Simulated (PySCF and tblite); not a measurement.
Values are calculated unless marked as measured or tabulated.
C₅H₈O, numbered as in [CH:1]#[C:2][CH2:3][CH2:4][O:5][CH3:6].

Free energies: PBE0-D3(BJ)/def2-TZVP on PBE0-D3(BJ)/def2-SVP structures plus GFN2-xTB thermal terms, symmetry and mirror images included. Conformers within 4 kcal/mol (GFN2-xTB free energy) were kept, 7 at most. Couplings: B3LYP/pcSseg-1 with pcJ-1 on H (gas phase; spin-dipole term only for pairs with B, N, F, Si or P). Couplings are for ¹H; a prime marks the second kind of pair between the same two sets of atoms. Programs: PySCF with density fitting and tblite.

Torsions listed: C2–C3–C4–O5, C3–C4–O5–C6. Of a mirror pair one member is shown.

```
conformer         shape  weight %
        1  -179°, -179°      59.4
        2    -66°, 176°      21.7
        3   -178°, -78°      13.0
        4      54°, 66°       3.3
        5     78°, -78°       2.6
```

Question: Give the couplings in each conformer and the averages at 298.15 K (pairs that fast motion interchanges averaged).

Answer: 
```
  coupling  pairs      1      2      3      5  average (Hz)
 ⁴J(H1,H3)      2   -4.4   -4.2   -4.3   -4.4          -4.4
 ²J(H3,H3)      1  -18.9  -19.3  -18.2  -20.2         -18.9
 ³J(H3,H4)      2   13.9    3.0   13.6    1.7          11.1
³J(H3,H4′)      2    5.7    8.6    5.5    8.7           6.4
 ²J(H4,H4)      1   -9.3   -9.3  -13.6  -13.7         -10.0
 ²J(H6,H6)      3  -11.4  -11.4  -11.6  -11.6         -11.4
```
